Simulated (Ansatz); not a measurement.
HSi–NH2, triplet: the ladder up to UCCSDT(Q)

Geometry: that of the HSi–NH2, singlet, kept fixed. The singlet lies 2.6 eV lower here.

```xyz
5

Si    0.0000   -0.0811    0.6246
N     0.0000    0.0494   -1.0775
H     0.0000    1.4343    0.8505
H     0.0000    0.9052   -1.6101
H     0.0000   -0.7657   -1.6709
```

Basis cc-pVDZ; Ansatz 0.2.0. Correlated methods freeze the noble-gas cores, which leaves 12 electrons in 41 orbitals. Prefix R: restricted or restricted open-shell reference; prefix U: unrestricted. Active spaces: valence = (12e, 11o) chosen from the atoms' valence shells.

Full CI isn't at hand for all of this; UCCSDT(Q) serves as the reference, and is uncertain by about the last step of the cluster series. The frozen core follows each run's orbitals, which can shift R against U totals by a few meV.

For open shells CISD is restricted-active-space CI with the open shells as a complete middle space.

```
UHF ⟨S²⟩                          : 2.006
T1 diagnostic (RCCSD)             : 0.0222
largest doubles amplitude (RCCSD) : 0.039
T1 diagnostic (UCCSD)             : 0.0176
```

```json
{"level": "RHF", "E − E(UCCSDT(Q)) (mEh)": "274.99", "share of correlation (%)": "0.00", "wall time": "–"}
{"level": "UHF", "E − E(UCCSDT(Q)) (mEh)": "273.00", "share of correlation (%)": "0.72", "wall time": "–"}
{"level": "RMP2", "E − E(UCCSDT(Q)) (mEh)": "34.39", "share of correlation (%)": "87.50", "wall time": "–"}
{"level": "UMP2", "E − E(UCCSDT(Q)) (mEh)": "34.12", "share of correlation (%)": "87.59", "wall time": "–"}
{"level": "CISD", "E − E(UCCSDT(Q)) (mEh)": "27.45", "share of correlation (%)": "90.02", "wall time": "3.6 s"}
{"level": "RCCSD", "E − E(UCCSDT(Q)) (mEh)": "7.90", "share of correlation (%)": "97.13", "wall time": "–"}
{"level": "UCCSD", "E − E(UCCSDT(Q)) (mEh)": "7.85", "share of correlation (%)": "97.15", "wall time": "–"}
{"level": "RCCSD(T)", "E − E(UCCSDT(Q)) (mEh)": "1.32", "share of correlation (%)": "99.52", "wall time": "5.5 s"}
{"level": "UCCSD(T)", "E − E(UCCSDT(Q)) (mEh)": "1.31", "share of correlation (%)": "99.52", "wall time": "4.9 s"}
{"level": "BCCD(T)", "E − E(UCCSDT(Q)) (mEh)": "1.31", "share of correlation (%)": "99.52", "wall time": "3.5 s"}
{"level": "RCCSDT", "E − E(UCCSDT(Q)) (mEh)": "0.56", "share of correlation (%)": "99.80", "wall time": "–"}
{"level": "UCCSDT", "E − E(UCCSDT(Q)) (mEh)": "0.55", "share of correlation (%)": "99.80", "wall time": "–"}
{"level": "RCCSDT(Q)", "E − E(UCCSDT(Q)) (mEh)": "0.04", "share of correlation (%)": "99.98", "wall time": "8.5 s (H100)"}
{"level": "CASSCF (valence space)", "E − E(UCCSDT(Q)) (mEh)": "187.02", "share of correlation (%)": "31.99", "wall time": "–"}
{"level": "NEVPT2 (valence space)", "E − E(UCCSDT(Q)) (mEh)": "41.19", "share of correlation (%)": "85.02", "wall time": "21 s (H100)"}
{"level": "MRCISD (valence space)", "E − E(UCCSDT(Q)) (mEh)": "13.05", "share of correlation (%)": "95.26", "wall time": "–"}
{"level": "MRCISD+Q (valence space)", "E − E(UCCSDT(Q)) (mEh)": "1.30", "share of correlation (%)": "99.53", "wall time": "42 s (H100)"}
```

The correlation energy at UCCSDT(Q), counted from RHF, is -7.483 eV. That run took 8.5 s on 2 threads of AMD EPYC 7R13 with a shared H100 80 GB, shared host.

Times hold each run's SCF and search for its determinant on a shared host, so for small cases they say little of a method's own cost; rows without a card ran on 1 thread of AMD EPYC 7R13.

Natural occupations of CASSCF (valence space) about the gap: 1.981 1.978 1.969 1.004 1.003 0.026 0.021 0.020 0.017; effectively unpaired electrons, Σ n²(2−n)², 2.01.
